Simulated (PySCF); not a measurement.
Li₃, doublet: molecular constants

Method: UPBE0/[Li def2-TZVP], no relativity, density fitting, PySCF.

The structure is a higher-order saddle point with 2 imaginary modes (one degenerate set).

Coordinates in bohr (charge 0 multiplicity 2):
```
Li    0.0000    0.0000    0.0000
Li    0.0000    0.0000    5.5301
Li    0.0000    0.0000   -5.5301
```

```
Point group                                                                   : D∞h
Bond lengths                                                                  : Li–Li 2.926 Å (×2)
Bond angles                                                                   : Li–Li–Li 180.0°
Atomisation energy without zero-point energy                                  : 114 kJ/mol
Principal quadrupole moments (Buckingham, traceless) about the centre of mass : -11.13, -11.13, 22.26 D Å
Lowest empty level (β)                                                        : -2.03 eV
Rotational constants                                                          : 0.1403 cm⁻¹
Highest occupied level (α)                                                    : -3.72 eV
Dipole moment                                                                 : 0.00 D
Principal polarisabilities                                                    : 192.3, 192.3, 781.6 bohr³
Spin squared ⟨S²⟩                                                             : 0.795
Zero-point energy (real modes)                                                : 2.8 kJ/mol
```

Harmonic modes (masses in u: Li 7.016):
| symmetry | ω (cm⁻¹) | IR (km/mol, summed over degenerate members) | type |
| --- | --- | --- | --- |
| πu | 48i | – | bend |
| σg+ | 189 | 0.0 | stretch |
| σu+ | 286 | 19.8 | stretch |

In D∞h the vibrations span πu + σg+ + σu+. The σg+ mode carries no infrared intensity, as symmetry demands. With a centre of inversion only u modes can be infrared active and only g modes Raman active.

Charges (e):
```json
{"atom": "Li1", "Mulliken": "0.01", "Löwdin": "-0.14", "polar tensor": "-0.24", "spin (Mulliken)": "-0.06", "Mayer order to Li1": "–"}
{"atom": "Li2,3", "Mulliken": "0.00", "Löwdin": "0.07", "polar tensor": "0.12", "spin (Mulliken)": "0.53", "Mayer order to Li1": "0.60"}
```

Mulliken populations on Li1: s 2.75, p 0.24.

Outer orbital energies (eV). α occupied: -4.33, -3.72; empty: -1.32, -0.88, -0.88, -0.65. β occupied: -3.82; empty: -2.03, -0.78, -0.60, -0.60.

This need not be the most stable arrangement of these atoms. At this level a doublet minimum of C2v symmetry lies 22 kJ/mol below this structure.

The final relaxation and frequency run took 3.7 s on 2 threads of a shared Arm Neoverse V1 host, with 42 basis functions and 6 gradients; the process peaked at 0.48 GiB.
